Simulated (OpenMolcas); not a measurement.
# CCSD/6-311+G(d,p) run of CH2FN (SMILES [H]/N=C/F)

Aim: the energy difference between two shapes of CH2FN at CCSD/6-311+G**, from 2 runs. 

Program for the calculation: OpenMolcas 26.06.

7 further runs of the same task are left out: 2 that didn't finish, 5 set aside as unsound or not needed.

### 1 Starting point

The species is CH2FN (5 atoms), meant as a singlet with charge 0. SMILES: `[H]/N=C/F`. Geometry: relaxed at PBE0-D4/def2-TZVP.

Bond lengths: N1–C2 1.242 Å, C2–F3 1.328 Å, N1–H4 1.016 Å, C2–H5 1.092 Å. Angles: N1–C2–F3 120.0°, N1–C2–H5 129.8°, F3–C2–H5 110.2°, C2–N1–H4 110.6°.

### 2 A single-point energy at CCSD/6-311+G(d,p)

The input, geom.xyz:

```xyz
5

N     -0.719900    -0.454400    -0.439800
C      0.296500    -0.034500     0.137300
F      1.242400    -0.884800     0.520800
H     -1.343900     0.314100    -0.667300
H      0.574800     0.986000     0.407600
```

The input, calc.input:

```
* CH2FN CCSD
&GATEWAY
BASLIB
$CurrDir
COORD
geom.xyz
BASIS
6-311pGss
GROUP
NoSym
&SEWARD
&SCF
PRORBITALS
1 2
&RASSCF
FILEORB
$Project.ScfOrb
SPIN
1
NACTEL
0 0 0
INACTIVE
12
RAS2
0
OUTORBITALS
Canonical
ORBLISTING
Nothing
&MOTRA
JOBIPH
FROZEN
3
&CCSDT
CCSD
ITERATIONS
50
EXTRAPOLATION
5 4
```

The basis set 6-311+G** is read from a file made from the Basis Set Exchange's data (not shown).

On the command line:

```sh
$ export MOLCAS_MEM=1860
$ pymolcas calc.input > calc.log
```

Log:

```text
--- Start Module: gateway ---
[...]
--- Stop Module: gateway /rc=_RC_ALL_IS_WELL_ ---
[...]
      Basis functions           78
[...]
       Convergence after  12 Iterations
[...]
::    Total SCF energy                               -192.9548221703
[...]
      Total spin, S                                     0.0000000000
[...]
      Number of active orbitals                  0
[...]
      Spin quantum number                      0.0
[...]
      Active orbitals                            0
[...]
      Number of CSFs                             1
[...]
      Number of root(s) required                 1
[...]
      Convergence after  4 iterations
[...]
      Natural orbitals and occupation numbers for root  1
      ************************************************************************************************************************
      *                                                    Final results                                                     *
      ************************************************************************************************************************
[...]
::    RASSCF root number  1 Total energy:   -192.95482217
[...]
      Total electronic charge=   24.000000
      Total            charge=   -0.000000
[...]
      Dipole Moment (debye):
      Origin of the operator (angstrom)=    0.3468   -0.4738    0.1089
                   X= -3.7481E-01               Y=  3.2917E+00               Z=  2.1363E-01           Total=  3.3198E+00
      Quadrupole Moment (debye*angstrom):
[...]
--- Start Module: motra ---
[...]
      *** WARNING: Default frozen orbitals is overwritten by user input.
      *** Default values:   3
[...]
--- Stop Module: motra /rc=_RC_ALL_IS_WELL_ ---
--- Start Module: ccsdt ---
[...]
      Convergence after                    14  Iterations
      Total energy (diff) :    -193.48764752      -0.00000002
[...]
--- Stop Module: ccsdt /rc=_RC_ALL_IS_WELL_ ---
[...]
```

It took 16 s on 1 thread of Arm Neoverse V2, shared host; peak memory 0.44 GiB.

### 3 The distorted shape at the same level

The input, geom.xyz:

```xyz
5

N     -0.605307    -0.636162    -0.561092
C      0.169922    -0.189477     0.195556
F      1.273438    -0.808085     0.484716
H     -1.382508     0.212216    -0.633945
H      0.566635     0.852661     0.268786
```

The input, calc.inp:

```
* CH2FN CCSD
>>> EXPORT MOLCAS_PRINT=2

&GATEWAY
  BASLIB = $CurrDir
  COORD = geom.xyz
  BASIS = 6-311pGss
  GROUP = NoSym

&SEWARD

&SCF
  PRORBITALS = 1 2

&RASSCF
  FILEORB = $Project.ScfOrb
  SPIN = 1
  NACTEL = 0 0 0
  INACTIVE = 12
  RAS2 = 0
  OUTORBITALS = Canonical
  ORBLISTING = Nothing

&MOTRA
  JOBIPH
  FROZEN = 3

&CCSDT
  CCSD
  ITERATIONS = 50
  EXTRAPOLATION = 5 4
```

The basis set 6-311+G** is read from a file made from the Basis Set Exchange's data (not shown).

On the command line:

```sh
$ export MOLCAS_MEM=1860
$ pymolcas calc.inp > calc.log
```

Log:

```text
--- Start Module: gateway ---
[...]
--- Stop Module: gateway /rc=_RC_ALL_IS_WELL_ ---
[...]
      Basis functions           78
[...]
       Convergence after  12 Iterations
[...]
::    Total SCF energy                               -192.9046073976
[...]
      Total spin, S                                     0.0000000000
[...]
      Number of active orbitals                  0
[...]
      Spin quantum number                      0.0
[...]
      Active orbitals                            0
[...]
      Number of CSFs                             1
[...]
      Number of root(s) required                 1
[...]
      Convergence after  4 iterations
[...]
      Natural orbitals and occupation numbers for root  1
      ************************************************************************************************************************
      *                                                    Final results                                                     *
      ************************************************************************************************************************
[...]
::    RASSCF root number  1 Total energy:   -192.90460740
[...]
      Total electronic charge=   24.000000
      Total            charge=   -0.000000
[...]
      Dipole Moment (debye):
      Origin of the operator (angstrom)=    0.3602   -0.5415    0.0708
                   X= -9.9921E-01               Y=  2.8733E+00               Z=  4.3450E-01           Total=  3.0730E+00
      Quadrupole Moment (debye*angstrom):
[...]
--- Start Module: motra ---
[...]
      *** WARNING: Default frozen orbitals is overwritten by user input.
      *** Default values:   3
[...]
--- Stop Module: motra /rc=_RC_ALL_IS_WELL_ ---
--- Start Module: ccsdt ---
[...]
      Convergence after                    15  Iterations
      Total energy (diff) :    -193.43870088      -0.00000007
[...]
--- Stop Module: ccsdt /rc=_RC_ALL_IS_WELL_ ---
[...]
```

It took 18 s on 1 thread of Arm Neoverse V2, shared host; peak memory 0.44 GiB.

### 4 Outcome

Level: CCSD/6-311+G**, 3 core orbitals frozen.

| quantity | value |
| --- | --- |
| first shape: total energy | -193.48765 Eh |
| first shape: dipole moment (mean-field density) | 3.32 D |
| first shape: HOMO energy (Hartree–Fock orbitals) | -12.72 eV |
| first shape: LUMO energy (Hartree–Fock orbitals) | 1.65 eV |
| first shape: HOMO–LUMO gap (Hartree–Fock orbitals) | 14.38 eV |
| first shape: correlation energy (3 core orbitals frozen) | -532.8 mEh |
| distorted shape: total energy | -193.43870 Eh |
| distorted shape: dipole moment (mean-field density) | 3.07 D |
| distorted shape: HOMO energy (Hartree–Fock orbitals) | -12.69 eV |
| distorted shape: LUMO energy (Hartree–Fock orbitals) | 1.61 eV |
| distorted shape: HOMO–LUMO gap (Hartree–Fock orbitals) | 14.31 eV |
| distorted shape: correlation energy (3 core orbitals frozen) | -534.1 mEh |
| energy change with the atoms displaced | 1.332 eV |

With the atoms displaced the energy rises by 1.33 eV (31 kcal/mol). The first shape isn't relaxed at this level, so the change isn't measured from a minimum. Mulliken charges (distorted shape) of the mean-field density run from -0.33 on N1 to +0.21 on H4; in a basis this large or diffuse they mean little.
